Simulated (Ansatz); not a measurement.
# SiHF2 (SMILES F[SiH]F) at UCCSDT(Q)/STO-3G

What is the vertical ionisation energy of SiHF2 at UCCSDT(Q)/STO-3G? 

The calculation is run with Ansatz 0.2.0.

66 further runs of the same task are left out: 9 that didn't finish, 57 set aside as unsound or not needed.

### 1 Starting point

SiHF2: 4 atoms, total charge 0, spin state doublet. As SMILES, `F[SiH]F`. The shape is that of a GFN2-xTB optimisation.

Bond lengths: F1–Si2 1.606 Å, Si2–F3 1.606 Å, Si2–H4 1.439 Å. Angles: F1–Si2–F3 100.4°, F1–Si2–H4 108.7°, F3–Si2–H4 108.6°.

### 2 The energy at UCCSDT(Q)/STO-3G

run.yaml

```yaml
crystal:
  periodic: [false, false, false]
  atoms:
    - {symbol: F, position_ang: [1.226950, 0.652980, -0.410280]}
    - {symbol: Si, position_ang: [-0.028060, -0.342890, -0.301090]}
    - {symbol: F, position_ang: [-1.234200, 0.716240, -0.252780]}
    - {symbol: H, position_ang: [0.035310, -1.026330, 0.964150]}
basis:
  gaussian:
    orbitals: STO-3G
magnetization:
  spin_polarized: true
  initial_magnetization: 1
correlation:
  method: ccsdt_q
  frozen_orbitals: {F: 1, H: 0, Si: 5}
accuracy: high
scf:
  omitted_lower_state_checks: [cluster_reference, increment]
```

On the command line:

```console
$ ansatz run run.yaml --threads 1 --pin off --max-ram 2610MiB --events-out events.jsonl --progress --plain --runs-dir runs
```

The program printed, shortened:

```text
Warning: RAYON_NUM_THREADS=1 ignored (pool sized by the plan → 1); use --threads N
Functional definition: HF
  name "HF"
[...]
361 factors; integrals over basis functions are off by at most 3.0e-8 eV
[...]
mean field -13122.37685845 eV, -482.2384548817 hartree, gradient 1.5e-8 eV, S^2 0.754549; 0 other end points of the search recorded, 0 dependent functions left out
7 core orbitals not correlated: weight in the atoms' cores, before any rotation towards them, 1.000 or more for the frozen orbitals, at most 0.000 for the correlated occupied ones
reference -13122.37685845 eV, -482.2384548817 hartree; 10, 9 occupied and 3, 4 virtual orbitals, 361 factors
second order -1.60135792 eV of doubles, -0.00000000 eV of singles
cycle   1  -1.82323325 eV  change   -2.2e-1 eV  update   8.4e-2
[...]
cycle  27  -2.20479475 eV  change   -1.9e-9 eV  update   1.5e-9
perturbative correction -0.00615517 eV, -0.0002261984 hartree
Total energy: -13124.58780837 eV, -482.3197057925 hartree
Checks for a lower state left out: cluster_reference, increment
```

Run time: 0.79 s. Hardware: 1 thread of Intel Xeon 6975P-C (Granite Rapids), shared host; peak memory 0.12 GiB.

### 3 The singlet cation

molecule.yaml

```yaml
crystal:
  periodic: [false, false, false]
  atoms:
    - {symbol: F, position_ang: [1.226950, 0.652980, -0.410280]}
    - {symbol: Si, position_ang: [-0.028060, -0.342890, -0.301090]}
    - {symbol: F, position_ang: [-1.234200, 0.716240, -0.252780]}
    - {symbol: H, position_ang: [0.035310, -1.026330, 0.964150]}
basis:
  gaussian:
    orbitals: STO-3G
total_charge: 1
correlation:
  method: ccsdt_q
  frozen_orbitals: {F: 1, H: 0, Si: 5}
accuracy: high
scf:
  omitted_lower_state_checks: [cluster_reference, increment]
```

On the command line:

```console
$ ansatz run molecule.yaml --threads 1 --pin off --max-ram 2610MiB --events-out events.jsonl --progress --plain --runs-dir runs
```

The program printed, shortened:

```text
Warning: RAYON_NUM_THREADS=1 ignored (pool sized by the plan → 1); use --threads N
[... 2 set-up lines as earlier in the session ...]
[...]
361 factors; integrals over basis functions are off by at most 3.0e-8 eV
[...]
mean field -13115.87100252 eV, -481.9993690861 hartree, gradient 2.6e-8 eV, S^2 0.000000; 0 other end points of the search recorded, 0 dependent functions left out
7 core orbitals not correlated: weight in the atoms' cores, before any rotation towards them, 1.000 or more for the frozen orbitals, at most 0.000 for the correlated occupied ones
reference -13115.87100252 eV, -481.9993690861 hartree; 9, 9 occupied and 4, 4 virtual orbitals, 361 factors
second order -2.72923622 eV of doubles, -0.00000000 eV of singles
cycle   1  -2.82297975 eV  change   -9.4e-2 eV  update   1.6e-1
[...]
cycle  33  -3.70771456 eV  change   9.6e-10 eV  update   2.2e-9
perturbative correction -0.03317238 eV, -0.0012190625 hartree
Total energy: -13119.61188946 eV, -482.1368441453 hartree
Checks for a lower state left out: cluster_reference, increment
```

Run time: 0.28 s. Hardware: 1 thread of Intel Xeon 6975P-C (Granite Rapids), shared host.

### 4 Summary of results

At UCCSDT(Q)/STO-3G, 7 core orbitals frozen:

```
                                                   quantity          value
                                doublet SiHF2: total energy  -482.31971 Eh
 doublet SiHF2: correlation energy (7 core orbitals frozen)      -81.3 mEh
           doublet SiHF2: ⟨S²⟩ of the reference determinant          0.755
                               doublet SiHF2: T1 diagnostic          0.016
                               singlet cation: total energy  -482.13684 Eh
singlet cation: correlation energy (7 core orbitals frozen)     -137.5 mEh
                              singlet cation: T1 diagnostic          0.034
         vertical ionisation energy (to the singlet cation)       4.976 eV
```

**Reading.** Removing an electron at fixed nuclei costs 4.98 eV (115 kcal/mol). Only the singlet of the ionised species was computed; a triplet could lie lower. In a minimal basis such a difference can be off by several eV, whatever the method. The T1 diagnostic (singlet cation) of 0.034 is above the customary mark for such species, so a single reference may not serve.
